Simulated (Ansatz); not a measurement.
Energy needed to pull apart SiHClF (SMILES F[SiH]Cl), doublet, into free ground-state atoms, from the structure below (at a frame of a short PBE0-D4/def2-SVP trajectory); no zero-point or spin–orbit terms; open-shell atoms are treated unrestricted, in their ground-state multiplicity.

| atom | x (Å) | y (Å) | z (Å) |
| --- | --- | --- | --- |
| F1 | -0.8585 | -0.3563 | 1.0763 |
| Si2 | -0.2867 | -0.2181 | -0.4217 |
| Cl3 | 1.7181 | -0.5491 | 0.1253 |
| H4 | -0.2774 | 1.3199 | -0.7344 |

Ansatz 0.2.0; basis: def2-TZVPP; cores frozen in the correlated methods; orbitals are unrestricted.

```json
{"method": "PBE-D4", "atomization energy (eV)": "13.00"}
{"method": "r2SCAN-D4", "atomization energy (eV)": "12.95"}
{"method": "PBE0-D4", "atomization energy (eV)": "12.65"}
{"method": "wB97M-V", "atomization energy (eV)": "12.77"}
{"method": "HF", "atomization energy (eV)": "9.42"}
{"method": "MP2", "atomization energy (eV)": "?"}
{"method": "CCSD", "atomization energy (eV)": "?"}
{"method": "CCSD(T)", "atomization energy (eV)": "12.27"}
```

Q: What does MP2 give? (An estimate is asked for; the value comes from the calculation.)

A: Computed: 12.78 eV, which is about 0.51 eV more than CCSD(T)/def2-TZVPP.

Q: What does CCSD give? (An estimate is asked for; the value comes from the calculation.)

A: The calculation gives: 12.04 eV, which is about 0.23 eV less than CCSD(T)/def2-TZVPP.

In triple zeta the MP2 and coupled-cluster atomization energies are still short of their basis limit by a few kcal/mol a bond, whereas those of the functionals are nearly converged, so these differences are not deviations from converged CCSD(T).

No T1 diagnostic of these runs exceeds 0.015. ⟨S²⟩ of the unrestricted Hartree–Fock references: 0.76 (a pure state has 0.75).

For scale, one of the runs: CCSD(T)/def2-TZVPP forces, 129 basis functions, launched by `ansatz run in.yaml --threads 2 --pin off --events-out ev --progress --plain --max-ram 3481MiB`. The run took 2 min on 2 CPU threads of an Arm Neoverse V2 (shared host), with 2.2 GiB of host memory at its peak.
